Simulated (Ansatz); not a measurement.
A calculation on zinc-blende CuCl returned lattice constant a 5.562 Å, bulk modulus 39.7 GPa, cohesive energy 2.54 eV/atom.

For reference: lattice constant a 5.409 Å (measured, low temperature, extrapolated to low temperature; as tabulated in arXiv:1206.3780); bulk modulus 38.1 GPa (measured, temperature not stated, no zero-point or thermal correction; as tabulated in Gopakumar et al. (2017), arXiv:1612.07068); cohesive energy 3.1 ± 0.03 eV/atom (worked out here from tabulated enthalpies at 298 K, copied from a table, unchecked, brought to a static lattice with a Debye model, atoms in their spin–orbit ground levels; inputs from the CRC Handbook).

Which level of theory produced these numbers?
A. rVV10 (Ansatz, an electronic-structure program)
B. PBE-D4 (Ansatz)
C. PBE0 (Ansatz)
D. BLYP (Ansatz)

D, BLYP (Ansatz)

The others give: PBE0 5.442 Å, 46.6 GPa, 2.85 eV/atom; PBE-D4 5.340 Å, 57.0 GPa, 3.18 eV/atom; rVV10 5.427 Å, 52.7 GPa, 3.07 eV/atom.

Unless a cell is named, each level is at its own relaxed cell (BLYP 21.51, PBE-D4 19.03, PBE0 20.15, rVV10 19.98 Å³/atom).

Ansatz's density-functional and Hartree–Fock values are scalar-relativistic unless marked +SOC, with PAW data made under PBE.
